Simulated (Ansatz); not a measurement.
The cluster P₃ (the lowest doublet isomer of a short search) was relaxed with PBE0-D4 (def2-TZVP) in Ansatz in these states: charge +1 singlet, neutral doublet, neutral quartet. The geometries follow in no particular order.

A:

Cartesian coordinates in Å:
```
P -0.543 -1.050 0.247
P -0.554 1.041 0.258
P 1.097 0.009 -0.505
```

B:

Cartesian coordinates in Å:
```
P -0.781 -0.848 0.146
P 0.316 0.301 -1.179
P 0.465 0.546 1.033
```

C:

Cartesian coordinates in Å:
```
P 0.8245 -0.0106 -0.8258
P -1.2292 -0.0216 -0.4024
P 0.4048 0.0323 1.2282
```

Judge from the bond lengths which geometry belongs to which state (an estimate).

A is the charge +1 singlet (P2–P3 2.091 Å, P1–P2 2.091 Å, P1–P3 2.091 Å); B is the neutral doublet (P2–P3 2.230 Å, P1–P2 2.068 Å, P1–P3 2.069 Å); C is the neutral quartet (P2–P3 2.309 Å, P1–P2 2.097 Å, P1–P3 2.097 Å).
